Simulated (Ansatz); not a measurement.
From input file to script: AlB (charge +1) in Ansatz 0.2.0.

```yaml
crystal:
  periodic: [false, false, false]
  atoms:
    - { symbol: Al, position_ang: [0.0, 0.0, 0.0] }
    - { symbol: B, position_ang: [0.0, 0.0, 2.11] }
accuracy: medium
basis:
  gaussian:
    orbitals: def2-SVP
magnetization:
  spin_polarized: true
  initial_magnetization: 1.0
total_charge: 1.0
correlation:
  method: ccsd_t
relax:
  f_tol: 0.02
  max_steps: 100
```

`alb_opt.py`
```python
'''Relax the AlB(+) molecule.'''

import itertools

import ansatz as az
from ase.data import atomic_numbers, covalent_radii
import numpy as np

molecule = (
    az.Crystal.molecule()
    .atom('Al', [0.0, 0.0, 0.0])
    .atom('B', [0.0, 0.0, 2.11])
)

calc = (
    molecule.calculation()
    .basis(gaussian='def2-SVP')
    .correlation('ccsd_t')
    .charge(1)
    .spin('collinear', total=1)
    .accuracy('medium')
)
symbols = [site.symbol for site in molecule.cartesian_sites]
start = np.array([site.position_ang for site in molecule.cartesian_sites], dtype=float)
def progress(event):
    if event['event'] == 'relax_step':
        row = event['data']
        print(f'step {row["step"]:3d}  E = {row["lagrangian_ev"]:.6f} eV  largest force component {row["allowed_force_max_ev_ang"]:.4f} eV/A')


summary = calc.relax(force_tolerance=0.02, max_steps=100).session().plan().execute(on_event=progress).report
end = np.array(summary['positions_ang'])

for key in ('converged', 'free_energy_ev', 'reference_energy_ev', 'n_frozen', 'n_occupied', 'n_virtual'):
    print(f'{key:22s} {summary[key]}')

# pairs closer than 1.2 times the sum of covalent radii, before or after
radius = [covalent_radii[atomic_numbers[s]] for s in symbols]
span = lambda where, i, j: np.linalg.norm(where[i] - where[j])
bonded = [(i, j) for i, j in itertools.combinations(range(len(symbols)), 2) if min(span(start, i, j), span(end, i, j)) < 1.2 * (radius[i] + radius[j])]
print('pair        before    after (A)')
for i, j in bonded:
    print(f'{symbols[i]}{i}-{symbols[j]}{j}'.ljust(10), f'{span(start, i, j):8.4f} {span(end, i, j):8.4f}')

charges = summary['charge_distribution']
dipole = np.array(charges['dipole_moment_e_ang']) * 4.803205
print('dipole (D): {:.3f} {:.3f} {:.3f}, length {:.3f}'.format(*dipole, np.linalg.norm(dipole)))
print('atom  Mulliken   Lowdin')
for symbol, m, l in zip(symbols, charges['mulliken_charges_e'], charges['lowdin_charges_e']):
    print(f'{symbol:4s} {m:9.3f} {l:8.3f}')
```

```console
$ python alb_opt.py
step   1  E = -7243.205410 eV  largest force component 1.4109 eV/A
step   2  E = -7243.314040 eV  largest force component 0.6583 eV/A
step   3  E = -7243.362014 eV  largest force component 0.1673 eV/A
step   4  E = -7243.367454 eV  largest force component 0.0146 eV/A
step   5  E = -7243.724945 eV  largest force component 0.8804 eV/A
step   6  E = -7243.826442 eV  largest force component 0.0091 eV/A
RunWarning: the results are in doubt because among natural orbitals full CI differs from the method by -0.081 eV
converged              True
free_energy_ev         -7243.826441672351
reference_energy_ev    -7241.086298764498
n_frozen               6
n_occupied             [3, 2]
n_virtual              [23, 24]
pair        before    after (A)
Al0-B1       2.1100   2.6926
dipole (D): -0.000 0.000 0.417, length 0.417
atom  Mulliken   Lowdin
Al       0.782    0.697
B        0.218    0.303
```
(Warnings from the package without file and line, repeats left out.)

Notes:
- These settings explore the input space; basis and method may be short of convergence.
- The end point is the stationary point reached from this start; no frequency run checks that it is a minimum, and the basis set is modest.
- The species is open-shell (spin multiplicity 2).
- The Löwdin charges here are taken after orthogonalising the functions within each atom; they differ from plain Löwdin charges, and their signs can be unphysical.
- An ion's dipole depends on the origin; the program takes it about the centre of nuclear charge.
- The bonding changed during the relaxation, so the end is another isomer than the start names.
- The spin state was assumed, and another may lie lower.
- Wall time of the script: 13 s on 1 thread of Arm Neoverse V1, on a shared host, peak memory 0.19 GiB.

(Lines on the test bed's own set-up are left out of the output.)
